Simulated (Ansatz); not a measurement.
System: C$_{3}$H$_{4}$, net charge 1, doublet state. SMILES of the parent species: CC#C
Structure (B3LYP-D3(BJ)/def2-TZVP (Ansatz, an electronic-structure program) minimum search):
```xyz
7

C     -1.2082    -0.1470    -0.1356
C      0.1823     0.0036     0.0292
C      1.4078     0.1586     0.1639
H     -1.4579    -0.9690    -0.8144
H     -1.5649     0.7836    -0.6354
H     -1.7356    -0.1960     0.8228
H      2.4675     0.2901     0.2816
```
Charge +1, spin multiplicity 2.

### Question
Give the harmonic wavenumbers at B3LYP-D3(BJ)/def2-TZVP (Ansatz, finite differences of forces, unscaled).

### Answer
225, 345, 446, 634, 709, 872, 981, 1210, 1277, 1427, 2081, 2853, 3025, 3035, 3353 cm⁻¹. Zero-point energy 32.1 kcal/mol.

### Question
From these and the geometry, give the ideal-gas thermochemistry at 298.15 K and 1 atm (rigid rotor, harmonic oscillator).

### Answer
Point group Cs, rotational symmetry number 1. Rotational constants 156.6, 8.663, 8.64 GHz. S(trans) 36.99, S(rot) 20.84, S(vib) 4.95, S(elec, spin only) 1.38, S 64.2 cal/(mol K). H(298) - H(0) 3.34 kcal/mol; G - E(el) 16.3 kcal/mol.
